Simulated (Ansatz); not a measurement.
# Worked example: HSC, quartet against HSC, doublet

Geometry (PBE0/def2-TZVP stationary point of a doublet), kept for both states (HSC, doublet: A'; HSC, quartet: A''):

```xyz
3

C     0.0000    0.0808    1.2061
S     0.0000   -0.0690   -0.4246
H     0.0000    1.2326   -0.8640
```

Basis 6-31G; Ansatz 0.2.0. Correlated methods freeze the noble-gas cores. R marks a restricted (for open shells ROHF) determinant, U an unrestricted one.

Full CI is exact within this basis and frozen core; it isn't the basis-set limit. The frozen core follows each run's orbitals, which can shift R against U totals by a few meV.

| level | E(HSC, doublet) (hartree) | E(HSC, quartet) (hartree) |
| --- | --- | --- |
| UHF | -435.751181 | -435.724904 |
| UMP2 | -435.860311 | -435.805384 |
| UCCSD(T) | -435.890362 | -435.827498 |
| PBE | -436.438791 | -436.353603 |
| B3LYP | -436.676946 | -436.591243 |
| full CI | -435.891453 | -435.828016 |

Give the vertical gap, HSC quartet less HSC doublet, at each level in eV (1 hartree = 27.2114 eV), and each error against full CI.

full CI: (-435.828016 − (-435.891453)) × 27.2114 = 1.726 eV (the reference)
B3LYP: (-436.591243 − (-436.676946)) × 27.2114 = 2.332 eV, error 0.606 eV
PBE: (-436.353603 − (-436.438791)) × 27.2114 = 2.318 eV, error 0.592 eV
UCCSD(T): (-435.827498 − (-435.890362)) × 27.2114 = 1.711 eV, error -0.015 eV
UMP2: (-435.805384 − (-435.860311)) × 27.2114 = 1.495 eV, error -0.231 eV
UHF: (-435.724904 − (-435.751181)) × 27.2114 = 0.715 eV, error -1.011 eV

Total energies of functionals can't be set beside those of wave-function methods, since they hold the core's correlation and their own absolute errors; only the differences compare.

The set has no polarisation functions, so the order and spacing of states can differ from the basis-set limit.

In so small a basis the reference is far from its limit while semilocal and hybrid functionals are nearer theirs, so the functionals' errors here hold much of the reference's basis and frozen-core error, which can add to them or hide them.

Each level lands on the state that its own search finds. T1 diagnostics of restricted CCSD: 0.035 and 0.024.
